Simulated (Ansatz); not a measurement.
in.yaml

```yaml
crystal:
  periodic: [false, false, false]
  atoms:
    - {symbol: N, position_ang: [-1.258551, 0.013798, -0.027687]}
    - {symbol: H, position_ang: [-1.555830, 0.981632, -0.027687]}
    - {symbol: H, position_ang: [-1.555830, -0.388500, 0.852572]}
    - {symbol: H, position_ang: [0.304449, 0.013798, -0.027687]}
    - {symbol: N, position_ang: [1.344449, 0.013798, -0.027687]}
    - {symbol: H, position_ang: [1.613531, -0.990428, -0.027687]}
basis:
  gaussian: {orbitals: cc-pVDZ}
magnetization: {spin_polarized: true, initial_magnetization: 2}
hamiltonian: {xc: {name: B3LYP}}
```

```sh
$ ansatz run in.yaml --threads 1 --pin off --events-out ev --progress --plain --max-ram 2393MiB
```

Problem. Roughly how long does this take on 1 thread of Intel Xeon 6975P-C, shared host, and how much host memory?

Solution. 0.78 s wall and 0.18 GiB.

```
445 factors; integrals over basis functions are off by at most 1.5e-3 eV
mean field evaluation 1: about -3037.0471 eV, gradient 3.0e1 eV
mean field evaluation 2: about -3036.0897 eV, gradient 3.3e1 eV
mean field evaluation 4: about -3040.8596 eV, gradient 2.2e0 eV
mean field evaluation 8: about -3040.9892 eV, gradient 1.2e-1 eV
mean field evaluation 16: about -3040.9893 eV, gradient 4.2e-4 eV
mean field -3040.98932740 eV, -111.7542965255 hartree, gradient 2.1e-5 eV, S^2 2.007365; 0 other end points of the search recorded, 0 dependent functions left out
reference -3040.98951677 eV, -111.7543034845 hartree; 10, 8 occupied and 38, 40 virtual orbitals, 445 factors
Total energy: -3040.98951677 eV, -111.7543034845 hartree
```
